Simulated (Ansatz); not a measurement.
Process, species as SMILES: OO (H2O2) → H2O2+ (doublet, bonded as OO) + e-
B3LYP-D3(BJ)/def2-TZVP geometries, fixed; electronic energies without zero-point terms.

Basis-set convergence of the adiabatic ionisation energy at HF with Ansatz (a first-principles code). Cartesian d functions, on some or all atoms, in 6-31G*, 6-31G**; all else is spherical. Open shells are unrestricted. No added dispersion term, no relativity. Functions are those of the species that has most. Reference: the value in def2-QZVPPD, 9.637 eV, itself unsure by roughly 0.007 eV (its mean distance from pcseg-3, def2-QZVPP, cc-pVQZ).

| basis | functions | adiabatic ionisation energy (eV) |
|---|---|---|
| def2-SV(P) | 32 | 9.744 |
| 6-31G* | 34 | 9.640 |
| cc-pVDZ | 38 | 9.608 |
| def2-SVP | 38 | ? |
| pcseg-1 | 38 | ? |
| 6-31G** | 40 | 9.626 |
| 6-311G** | 48 | 9.679 |
| def2-SVPD | 62 | 9.799 |
| aug-pcseg-1 | 64 | 9.808 |
| pcseg-2 | 88 | ? |
| 6-311++G(3df,3pd) | 114 | 9.669 |
| aug-pcseg-2 | 138 | ? |
| def2-QZVPPD | 198 | 9.637 |

**Question.** Complete the blanks.

**Answer.** 
- def2-SVP, adiabatic ionisation energy (eV): 9.685
- pcseg-1, adiabatic ionisation energy (eV): 9.911
- pcseg-2, adiabatic ionisation energy (eV): 9.672
- aug-pcseg-2, adiabatic ionisation energy (eV): 9.665
